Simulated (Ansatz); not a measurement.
**BP2H3: a ladder of functionals and wavefunction methods**

How much do the methods differ for BP2H3? The plan is to run it at one geometry with functionals of several rungs and with coupled cluster, and see how far each lands from CCSD(T) at the basis-set limit for the atomisation energy.

Computed with Ansatz 0.2.0, Gaussian basis. Level: functionals in def2-TZVPP, the program's frozen cores in correlated methods.

Levels to be run: LDA (SPW92), PBE-D4, revPBE-D4, BLYP-D4, r2SCAN-D4, B97M-V, PBE0-D4, B3LYP-D4, r2SCANh-D4, r2SCAN0-D4, HSE06-D4, BHLYP-D4, CAM-B3LYP-D4, LC-ωPBE, ωB97X-V, ωB97M-V, B2PLYP, PBE-QIDH; CCSD(T)/def2-SVP; CCSD(T)/def2-TZVPP; MP2/def2-QZVPP; extrapolation to the limit; RPA on PBE.

1 further run of the same task is left out (it didn't finish).

## Step 1: The relaxed structure

An earlier PBE0-D4 in a triple-zeta def2 set relaxation fixed the geometry.

6 atoms, charge 0, spin multiplicity 1.

Atoms are counted from 1 here; the program's logs count them from 0.

Bond lengths: B1–P2 1.886 Å, B1–P3 1.886 Å, B1–H4 1.184 Å, P2–P3 2.248 Å, P2–H5 1.425 Å, P3–H6 1.425 Å. Angles: P2–B1–P3 73.1°, P2–B1–H4 143.4°, P3–B1–H4 143.4°, B1–P2–P3 53.4°, B1–P2–H5 91.5°, P3–P2–H5 92.7°, B1–P3–P2 53.4°, B1–P3–H6 91.5°, P2–P3–H6 92.7°.

## Step 2: LDA

This LDA is Slater exchange with PW92 correlation.

in.yaml

```yaml
crystal:
  periodic: [false, false, false]
  atoms:
    - {symbol: B, position_ang: [-0.643837, -0.351214, -0.352060]}
    - {symbol: P, position_ang: [0.694149, 0.954596, -0.603081]}
    - {symbol: P, position_ang: [0.449051, -0.385131, 1.185037]}
    - {symbol: H, position_ang: [-1.593935, -0.848156, -0.854615]}
    - {symbol: H, position_ang: [1.533951, 0.018828, -1.274018]}
    - {symbol: H, position_ang: [-0.397380, 0.547078, 1.852637]}
basis:
  gaussian: {orbitals: def2-TZVPP}
hamiltonian: {xc: lda}
output: {orbitals: {seedname: orbitals}}
```

Started as:

```
ansatz run in.yaml --threads 2 --pin off --events-out ev --progress --plain --max-ram 4352MiB
```

After this run come: PBE-D4 (GGA); revPBE-D4 (GGA); BLYP-D4 (GGA); r2SCAN-D4 (meta-GGA); B97M-V (meta-GGA); PBE0-D4 (hybrid); B3LYP-D4 (hybrid); r2SCANh-D4 (hybrid); r2SCAN0-D4 (hybrid); HSE06-D4 (hybrid); BHLYP-D4 (hybrid); CAM-B3LYP-D4 (range-separated); LC-ωPBE (range-separated); ωB97X-V (range-separated); ωB97M-V (range-separated); B2PLYP (double hybrid); PBE-QIDH (double hybrid); CCSD(T) in def2-SVP; CCSD(T) in def2-TZVPP; MP2 in def2-QZVPP; RPA on PBE orbitals.

**Question.** What will the summary of the whole plan be? Wanted: atomisation energy, CCSD(T)/CBS; farthest beyond LDA; mean size of error, GGA; mean size of error, meta-GGA; mean size of error, hybrid; mean size of error, range-separated; mean size of error, double hybrid; gap, smallest and largest; T1 diagnostic.

As calculated:

| quantity | value |
| --- | --- |
| atomisation energy, CCSD(T)/CBS | 17.826 eV |
| functionals within 0.089 eV (0.5 %) | r2SCAN0-D4, B2PLYP, PBE-QIDH |
| farthest beyond LDA | B97M-V (+0.887 eV) |
| mean size of error, GGA | 0.489 eV |
| mean size of error, meta-GGA | 0.645 eV |
| mean size of error, hybrid | 0.275 eV |
| mean size of error, range-separated | 0.350 eV |
| mean size of error, double hybrid | 0.045 eV |
| gap, smallest and largest | 2.88 eV (LDA (SPW92)), 9.81 eV (LC-ωPBE) |
| T1 diagnostic | 0.0196 |
| triples share of the correlation energy | 5.1 % |

**Reading.** The LDA atomisation energy is off by 3.207 eV (18 %): it overbinds. PBE-D4 misses by +0.741 eV. Double hybrids carry the basis error of their MP2 part in triple zeta, and no dispersion term here, so their miss is partly the set-up's. By mean error the best rung here is double hybrid (0.045 eV) and the worst beyond LDA is meta-GGA (0.645 eV). The reference freezes the cores and leaves out relativity and excitations past (T), so misses under about 0.089 eV can't be ranked. Hartree-Fock recovers 68 % of the binding; the rest is correlation. CCSD(T) in def2-SVP is off by -1.712 eV, so the small basis spoils what the method gains. The gap grows from 2.9 to 9.8 eV across the functionals, mostly with the share of exact exchange.
